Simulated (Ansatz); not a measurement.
How far a parabola holds: energy against volume of fcc Pd

We consider fcc Pd, described by PBEsol (Ansatz, a quantum-chemistry and plane-wave program, PAW). Numerical settings: plane-wave cutoff 520 eV, 24×24×24 k mesh, Fermi–Dirac smearing 0.05 eV, scalar-relativistic PAW data made under PBE. The cell has no free parameter but its volume, all volumes share cutoff and mesh, and the runs aren't spin-polarised. Energies are free energies at the run's smearing, counted from the lowest row; static lattice.

| V (Å³/atom) | E (meV/atom) |
|---|---|
| 13.682 | ? |
| 13.973 | 16.07 |
| 14.264 | 3.81 |
| 14.555 | 0.00 |
| 14.846 | 3.61 |
| 15.138 | 13.73 |

### Question
Fit E against V with a parabola, and predict the withheld value at V = 13.682.

### Answer
With u = V - 14.6, the rows have u = -0.6270, -0.3360, -0.0450, 0.2460, 0.5380. Least squares gives E = 0.006 + 2.242·u + 43.928·u². Residuals (row less fit): 0.200, -0.402, 0.006, 0.394, -0.197; standard error 0.445 (degrees of freedom: 2). The fitted curve has its minimum at V = 14.6, where E = -0.02. Its curvature is d²E/dV² = 2 × 43.928 meV/Å⁶, so B = V0·d²E/dV² × 0.1602 = 205 GPa. At the withheld row, u = -0.9180, so E = 0.006 + 2.242 × (-0.9180) + 43.928 × (-0.9180)² = 34.967 meV/atom. The calculation gives 37.92 meV/atom, 2.953 meV/atom above the prediction (7.8 % of the range of E in the table). The row lies outside the fitted rows, so this is an extrapolation. From the scatter of the fitted rows alone, a prediction at this place has a standard error of 1.052 meV/atom, so the miss is 2.8 times that.

The residuals are curvature that a parabola lacks, not noise. A solid that stiffens under compression and softens on expansion lies above the parabola at the compressed end and under it at the expanded end, as this row does. A third-order Birch-Murnaghan fit to the whole scan has B0 = 204 GPa. Only scans are tabulated whose curvature falls smoothly with volume, and where the parabola meets the shown rows within 5 % of their range and misses the end by 0.1 meV or more.

Measured, for comparison: bulk modulus 195 GPa (zero-point energy and finite temperature contributions removed, sources range from 187 to 198; as tabulated in doi:10.1021/acs.jctc.3c00612). Computed less measured: bulk modulus +4.6 % (+3.0 % to +9 % over the range).
